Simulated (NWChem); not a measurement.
**Excited singlets of propene (C3H6) by symmetry**

SMILES: C=CC
```xyz
9

C      0.2514     1.2161     0.0000
C     -0.4594    -0.0966     0.0000
C      0.1256    -1.2953     0.0000
H     -0.0241     1.8172    -0.8830
H     -0.0241     1.8172     0.8830
H      1.3441     1.0885     0.0000
H     -1.5565    -0.0506     0.0000
H      1.2160    -1.3996     0.0000
H     -0.4609    -2.2178     0.0000
```
Charge 0, spin multiplicity 1.

Program: NWChem. The geometry was optimised at PBE0/def2-SVP, a minimum by its harmonic frequencies.

Basis set: def2-SVP. Symmetry labels belong to the abelian group Cs used in the runs, with the axes of the coordinates shown. Entries are the lowest vertical excitation energy of each symmetry in eV (for CIS and TDDFT among the lowest few roots); a state of one symmetry need not have the same character in every method. Symmetries that some method's roots don't reach, or where a double excitation leads the EOM-CCSD root, are left out.

The correlated methods keep 3 core orbitals frozen. B3LYP has NWChem's definition, with VWN1-RPA local correlation. No row is a measurement; the coupled-cluster row has its own basis-set and correlation limits.

```
method          a'    a"
------------  ----  ----
CIS           8.29  8.90
TD-PBE        7.71  7.58
TD-B3LYP      7.79  7.85
TD-CAM-B3LYP  7.85  8.26
EOM-CCSD      8.69  8.82
```
